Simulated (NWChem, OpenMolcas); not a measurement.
Exact exchange and the vertical energy of the triplet above the singlet of OCS (carbonyl sulfide)

The species is OCS (3 atoms), meant as a singlet with charge 0. As SMILES, `O=C=S`. The shape is that of a PBE0-D4/def2-TZVP optimisation.

The vertical energy of the triplet above the singlet y, in eV, basis def2-TZVP; a is the functional's share of exact exchange. Programs: NWChem 7.3.0, OpenMolcas 26.06.

```
functional     program     a  y (eV)
    revPBE  OpenMolcas     0    5.05
      BLYP  OpenMolcas     0    5.06
     B3LYP      NWChem   0.2       ?
      PBE0      NWChem  0.25    4.95
     BHLYP  OpenMolcas   0.5    4.82
```

Question: Fit y = c + s·a to the known rows and predict B3LYP.

Answer: 
1. Means of the 4 rows: a = 0.1875, y = 4.970.
2. Σ(Δa)² = 0.17188, Σ(Δa·Δy) = -0.08, so the slope is -0.08/0.17188 = -0.46544.
3. Intercept: 4.970 − (-0.46544) × 0.1875 = 5.057. The largest residual of the fit is 0.009.
4. B3LYP: 5.057 + (-0.46544) × 0.2 = 4.96 eV.

The run gave 4.99 eV, so the prediction is off by -0.03 eV, more than the largest residual. Exact exchange favours the state with more unpaired electrons.
